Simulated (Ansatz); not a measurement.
# Si2NH6 (SMILES [SiH2]N[SiH3]) at UHF/STO-3G

Aim: the vertical ionisation energy of Si2NH6 at UHF/STO-3G, from 2 runs. 

Program for the calculation: Ansatz 0.2.0.

60 further runs of the same task are left out: 60 set aside as unsound or not needed.

## (1) The structure to begin with

Si2NH6: 9 atoms, total charge 0, spin state doublet. SMILES: `[SiH2]N[SiH3]`. The coordinates come from a PBE0-D4/def2-TZVP relaxation. This is one conformer, not always the lowest.

Bond lengths: Si1–N2 1.730 Å, N2–Si3 1.731 Å, Si1–H4 1.491 Å, Si1–H5 1.494 Å, N2–H6 1.011 Å, Si3–H7 1.488 Å, Si3–H8 1.483 Å, Si3–H9 1.488 Å. Some angles: Si1–N2–Si3 128.1°, Si1–N2–H6 115.1°, Si3–N2–H6 116.2°, N2–Si1–H4 107.7°, N2–Si1–H5 108.7°, N2–Si3–H7 111.1°, N2–Si3–H8 107.0°, N2–Si3–H9 112.0°, H4–Si1–H5 110.7°, H7–Si3–H8 109.8°.

## (2) The energy at UHF/STO-3G

File molecule.yaml:

```yaml
crystal:
  periodic: [false, false, false]
  atoms:
    - symbol: Si
      position_ang: [-1.200900, 0.925300, -0.948400]
    - symbol: "N"
      position_ang: [0.196900, 0.625800, 0.025200]
    - symbol: Si
      position_ang: [0.611700, -0.820500, 0.880200]
    - symbol: H
      position_ang: [-1.616500, -0.372000, -1.554500]
    - symbol: H
      position_ang: [-0.842900, 1.913400, -2.010900]
    - symbol: H
      position_ang: [0.764100, 1.439300, 0.222200]
    - symbol: H
      position_ang: [1.982600, -1.276500, 0.525400]
    - symbol: H
      position_ang: [-0.378200, -1.853400, 0.488500]
    - symbol: H
      position_ang: [0.571600, -0.627700, 2.355400]
basis:
  gaussian: {orbitals: STO-3G}
magnetization: {spin_polarized: true, initial_magnetization: 1}
hamiltonian: {xc: hf}
accuracy: high
output: {orbitals: {seedname: orbitals}}
```

Run with:

```console
$ ansatz run molecule.yaml --threads 1 --pin off --max-ram 3480MiB --events-out events.jsonl --progress --plain --runs-dir runs
```

The log of the run:

```text
Warning: RAYON_NUM_THREADS=1 ignored (pool sized by the plan → 1); use --threads N
Functional definition: HF
  name "HF"
  exchange = exact_x
  correlation = 0
561 factors; integrals over basis functions are off by at most 9.7e-9 eV
mean field evaluation 1: about -17098.8448 eV, gradient 1.1e1 eV
mean field evaluation 2: about -17098.8996 eV, gradient 1.1e1 eV
mean field evaluation 4: about -17099.8706 eV, gradient 1.4e0 eV
mean field evaluation 8: about -17099.9102 eV, gradient 1.8e-4 eV
mean field -17099.90948315 eV, -628.4100827710 hartree, gradient 6.1e-8 eV, S^2 0.751909; 0 other end points of the search recorded, 0 dependent functions left out
reference -17099.90948315 eV, -628.4100827710 hartree; 21, 20 occupied and 8, 9 virtual orbitals, 561 factors
Total energy: -17099.90948315 eV, -628.4100827710 hartree
```

Run time: 0.3 s. Hardware: 1 thread of Arm Neoverse V1, shared host.

## (3) The singlet cation at the same level

File run.yaml:

```yaml
crystal:
  periodic: [false, false, false]
  atoms:
    - {symbol: Si, position_ang: [-1.200900, 0.925300, -0.948400]}
    - {symbol: "N", position_ang: [0.196900, 0.625800, 0.025200]}
    - {symbol: Si, position_ang: [0.611700, -0.820500, 0.880200]}
    - {symbol: H, position_ang: [-1.616500, -0.372000, -1.554500]}
    - {symbol: H, position_ang: [-0.842900, 1.913400, -2.010900]}
    - {symbol: H, position_ang: [0.764100, 1.439300, 0.222200]}
    - {symbol: H, position_ang: [1.982600, -1.276500, 0.525400]}
    - {symbol: H, position_ang: [-0.378200, -1.853400, 0.488500]}
    - {symbol: H, position_ang: [0.571600, -0.627700, 2.355400]}
basis:
  gaussian: {orbitals: STO-3G}
total_charge: 1
hamiltonian: {xc: hf}
accuracy: high
output: {orbitals: {seedname: orbitals}}
```

Run with:

```console
$ ansatz run run.yaml --threads 1 --pin off --max-ram 3480MiB --events-out events.jsonl --progress --plain --runs-dir runs
```

The log of the run:

```text
Warning: RAYON_NUM_THREADS=1 ignored (pool sized by the plan → 1); use --threads N
[... 4 set-up lines as earlier in the session ...]
561 factors; integrals over basis functions are off by at most 9.7e-9 eV
mean field evaluation 1: about -17092.4731 eV, gradient 2.7e1 eV
mean field evaluation 2: about -17092.5067 eV, gradient 2.7e1 eV
mean field evaluation 4: about -17095.3657 eV, gradient 1.6e0 eV
mean field evaluation 8: about -17095.3833 eV, gradient 5.3e-2 eV
mean field -17095.38331736 eV, -628.2437492458 hartree, gradient 1.8e-8 eV, S^2 0.000000; 0 other end points of the search recorded, 0 dependent functions left out
reference -17095.38331736 eV, -628.2437492458 hartree; 20, 20 occupied and 9, 9 virtual orbitals, 561 factors
Total energy: -17095.38331736 eV, -628.2437492458 hartree
```

It took 0.24 s on 1 thread of Arm Neoverse V1, shared host.

## (4) Results

Level: UHF/STO-3G.

| quantity | value |
| --- | --- |
| doublet Si2NH6: total energy | -628.41008 Eh |
| doublet Si2NH6: HOMO energy (highest over α and β) | -5.29 eV |
| doublet Si2NH6: LUMO energy (lowest over α and β) | 6.67 eV |
| doublet Si2NH6: ⟨S²⟩ | 0.752 |
| singlet cation: total energy | -628.24375 Eh |
| singlet cation: HOMO energy | -14.64 eV |
| singlet cation: LUMO energy | -3.57 eV |
| singlet cation: HOMO–LUMO gap | 11.06 eV |
| vertical ionisation energy (to the singlet cation) | 4.526 eV |

In words: Removing an electron at fixed nuclei costs 4.53 eV (104 kcal/mol). Only the singlet of the ionised species was computed; a triplet could lie lower. In a minimal basis such a difference can be off by several eV, whatever the method.
